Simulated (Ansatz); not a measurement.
# H2O3 (trioxidane): levels of theory compared

Aim: a comparison of 6 runs (HF/STO-3G, CAM-B3LYP/STO-3G, PBE0/STO-3G, SVWN5/STO-3G, UB3LYP/STO-3G, RPA@PBE/STO-3G) of H2O3 (trioxidane). 

The calculation is run with Ansatz 0.2.0.

29 further runs of the same task are left out: 1 that didn't finish, 28 set aside as unsound or not needed.

**1. Starting point**

H2O3: 5 atoms, total charge 0, spin state singlet. SMILES: `OOO`. The H4–O1 distance was set to 1.944 Å, away from the relaxed value. At this shape a bond of the SMILES string is far longer than usual.

Bond lengths: O1–O2 1.390 Å, O2–O3 1.391 Å, O3–H5 0.972 Å. Angles: O1–O2–O3 110.7°, O2–O3–H5 106.5°.

**2. The energy at HF/STO-3G (run 1)**

The input, molecule.yaml:

```yaml
crystal:
  periodic: [false, false, false]
  atoms:
    - {symbol: O, position_ang: [-0.589295, -1.383925, 0.420471]}
    - {symbol: O, position_ang: [0.267695, -0.740305, 1.305441]}
    - {symbol: O, position_ang: [1.571155, -0.748005, 0.820351]}
    - {symbol: H, position_ang: [-1.378730, -0.001520, -0.695970]}
    - {symbol: H, position_ang: [1.708065, 0.108895, 0.382631]}
basis:
  gaussian:
    orbitals: STO-3G
magnetization:
  spin_polarized: false
hamiltonian:
  xc: hf
accuracy: high
```

Launch:

```bash
$ ansatz run molecule.yaml --threads 1 --pin off --max-ram 2610MiB --events-out events.jsonl --progress --plain --runs-dir runs
```

The program printed:

```text
Warning: RAYON_NUM_THREADS=1 ignored (pool sized by the plan → 1); use --threads N
Functional definition: HF
  name "HF"
  exchange = exact_x
  correlation = 0
296 factors; integrals over basis functions are off by at most 2.6e-8 eV
mean field evaluation 1: about -6047.5754 eV, gradient 2.3e1 eV
mean field evaluation 2: about -6047.7755 eV, gradient 2.3e1 eV
mean field evaluation 4: about -6049.7569 eV, gradient 2.7e0 eV
mean field evaluation 8: about -6049.8206 eV, gradient 1.3e-1 eV
mean field evaluation 16: about -6038.3170 eV, gradient 1.8e1 eV
mean field -6049.82075222 eV, -222.3268119282 hartree, gradient 3.0e-8 eV, S^2 0.000000; 0 other end points of the search recorded, 0 dependent functions left out
reference -6049.82075222 eV, -222.3268119282 hartree; 13, 13 occupied and 4, 4 virtual orbitals, 296 factors
Total energy: -6049.82075222 eV, -222.3268119282 hartree
```

Wall time 0.18 s (1 thread of Intel Xeon Platinum 8259CL at 2.50GHz (Skylake/Cascade Lake), shared host).

**3. A single-point energy at CAM-B3LYP/STO-3G (run 2)**

The input, input.yaml:

```yaml
crystal:
  periodic: [false, false, false]
  atoms:
    - {symbol: O, position_ang: [-0.589295, -1.383925, 0.420471]}
    - {symbol: O, position_ang: [0.267695, -0.740305, 1.305441]}
    - {symbol: O, position_ang: [1.571155, -0.748005, 0.820351]}
    - {symbol: H, position_ang: [-1.378730, -0.001520, -0.695970]}
    - {symbol: H, position_ang: [1.708065, 0.108895, 0.382631]}
basis:
  gaussian:
    orbitals: STO-3G
hamiltonian:
  xc: {name: CAM-B3LYP}
accuracy: high
```

Launch:

```bash
$ ansatz run input.yaml --threads 1 --pin off --max-ram 2610MiB --events-out events.jsonl --progress --plain --runs-dir runs
```

The program printed:

```text
Warning: RAYON_NUM_THREADS=1 ignored (pool sized by the plan → 1); use --threads N
Functional definition: CAM-B3LYP
  name "CAM-B3LYP"
  parameter alpha = 0.19
  parameter beta = 0.46
  parameter omega = 0.33/bohr
  parameter ac = 0.81
  exchange = (1 - alpha - beta)*b88_x + beta*b88_x_sr(omega) + alpha*exact_x + beta*exact_x_lr(omega)
  correlation = (1 - ac)*vwn5_c + ac*lyp_c
296 factors; integrals over basis functions are off by at most 2.6e-8 eV
144 factors; integrals over basis functions are off by at most 6.8e-10 eV
mean field evaluation 1: about -6074.0955 eV, gradient 3.0e1 eV
mean field evaluation 2: about -6072.7666 eV, gradient 3.3e1 eV
mean field evaluation 4: about -6076.9979 eV, gradient 5.5e0 eV
mean field evaluation 8: about -6077.1168 eV, gradient 6.1e-2 eV
mean field evaluation 16: about -6077.1168 eV, gradient 1.3e-5 eV
mean field -6077.11684334 eV, -223.3299247748 hartree, gradient 2.7e-8 eV, S^2 0.000000; 0 other end points of the search recorded, 0 dependent functions left out
reference -6077.11685460 eV, -223.3299251889 hartree; 13, 13 occupied and 4, 4 virtual orbitals, 296 factors
Total energy: -6077.11685460 eV, -223.3299251889 hartree
```

Run time: 2 s. Hardware: 1 thread of Intel Xeon Platinum 8259CL at 2.50GHz (Skylake/Cascade Lake), shared host; peak memory 0.11 GiB.

**4. The energy at PBE0/STO-3G (run 3)**

Changes to molecule.yaml since step 2:

```diff
@@ -11,6 +11,5 @@
     orbitals: STO-3G
-magnetization:
-  spin_polarized: false
+total_charge: 0
 hamiltonian:
-  xc: hf
+  xc: {name: PBE0}
 accuracy: high
```

Launch:

```bash
$ ansatz run molecule.yaml --threads 1 --pin off --max-ram 2610MiB --events-out events.jsonl --progress --plain --runs-dir runs
```

The program printed:

```text
Warning: RAYON_NUM_THREADS=1 ignored (pool sized by the plan → 1); use --threads N
Functional definition: PBE0
  name "PBE0"
  parameter a = 0.25
  parameter kappa = 0.804
  parameter beta = 0.06672455060314922
  exchange = (1 - a)*pbe_x(kappa = kappa, mu = beta*pi^2/3) + a*exact_x
  correlation = pbe_c(beta = beta)
296 factors; integrals over basis functions are off by at most 2.6e-8 eV
mean field evaluation 1: about -6070.6229 eV, gradient 3.3e1 eV
mean field evaluation 2: about -6063.7713 eV, gradient 4.3e1 eV
mean field evaluation 4: about -6074.2687 eV, gradient 7.2e0 eV
mean field evaluation 8: about -6074.5176 eV, gradient 3.3e-1 eV
mean field evaluation 16: about -6074.5182 eV, gradient 4.8e-7 eV
mean field -6074.51816382 eV, -223.2344250639 hartree, gradient 4.4e-8 eV, S^2 0.000000; 0 other end points of the search recorded, 0 dependent functions left out
reference -6074.51816494 eV, -223.2344251053 hartree; 13, 13 occupied and 4, 4 virtual orbitals, 296 factors
Total energy: -6074.51816494 eV, -223.2344251053 hartree
```

Wall time 1.1 s (1 thread of Intel Xeon Platinum 8259CL at 2.50GHz (Skylake/Cascade Lake), shared host); peak memory 0.11 GiB.

Runs 4 to 5 aren't shown in full; the table further down has their settings and results.

**5. The energy at RPA@PBE/STO-3G (run 6)**

The input, in.yaml:

```yaml
crystal:
  periodic: [false, false, false]
  atoms:
    - {symbol: O, position_ang: [-0.589295, -1.383925, 0.420471]}
    - {symbol: O, position_ang: [0.267695, -0.740305, 1.305441]}
    - {symbol: O, position_ang: [1.571155, -0.748005, 0.820351]}
    - {symbol: H, position_ang: [-1.378730, -0.001520, -0.695970]}
    - {symbol: H, position_ang: [1.708065, 0.108895, 0.382631]}
basis:
  gaussian:
    orbitals: STO-3G
correlation:
  method: rpa
  frozen_orbitals: {H: 0, O: 1}
hamiltonian:
  xc: {name: PBE}
accuracy: high
```

Launch:

```bash
$ ansatz run in.yaml --threads 1 --pin off --max-ram 2610MiB --events-out events.jsonl --progress --plain --runs-dir runs
```

The program printed, shortened:

```text
Warning: RAYON_NUM_THREADS=1 ignored (pool sized by the plan → 1); use --threads N
Functional definition: PBE
  name "PBE"
[...]
296 factors; integrals over basis functions are off by at most 2.6e-8 eV
[...]
mean field -6074.80491083 eV, -223.2449628224 hartree, gradient 1.2e-8 eV, S^2 0.000000; 2 other end points of the search recorded, 0 dependent functions left out; unrestricted orbitals would lower it
unrestricted determinant -6053.78909309 eV, -222.4726457654 hartree, S^2 0.9537
3 core orbitals not correlated: weight in the atoms' cores, before any rotation towards them, 1.000 or more for the frozen orbitals, at most 0.000 for the correlated occupied ones
reference -6048.65631690 eV, -222.2840197196 hartree; 10, 10 occupied and 4, 4 virtual orbitals, 296 factors
Total energy: -6059.83289747 eV, -222.6947514797 hartree
```

It took 2.6 s on 1 thread of Intel Xeon Platinum 8259CL at 2.50GHz (Skylake/Cascade Lake), shared host; peak memory 0.12 GiB.

**6. All runs side by side**

```
run             level  frozen core orbitals  energy (Eh)  wall time
  1         HF/STO-3G                     –  -222.326812     0.18 s
  2  CAM-B3LYP/STO-3G                     –  -223.329925        2 s
  3       PBE0/STO-3G                     –  -223.234425      1.1 s
  4      SVWN5/STO-3G                     –  -221.814566      1.1 s
  5     UB3LYP/STO-3G                     –  -223.458746        9 s
  6    RPA@PBE/STO-3G                     3  -222.694751      2.6 s
```

**7. Results**

| quantity | value |
| --- | --- |
| run 6: total energy | -222.69475 Eh |
| run 6: RPA correlation energy (valence) | -410.7 mEh |

What this shows: Totals of different functionals can't be ranked against each other. In run 6 the log says that unrestricted orbitals would lower the reference, so the values rest on an unstable closed-shell determinant (other closed-shell runs at this shape may share the fault). In runs 1, 2, 3, 4, 5, 6 the basis is minimal, so the values are rough. In runs 1, 2, 3, 4, 6 a closed-shell determinant meets a far-stretched bond, which it describes badly. Spin contamination of the reference: run 5 ⟨S²⟩ = 0.74. Where it is this large, the reference is a mixture of spin states, and values that rest on it are in doubt. All runs together took 16 s, the longest 9 s.
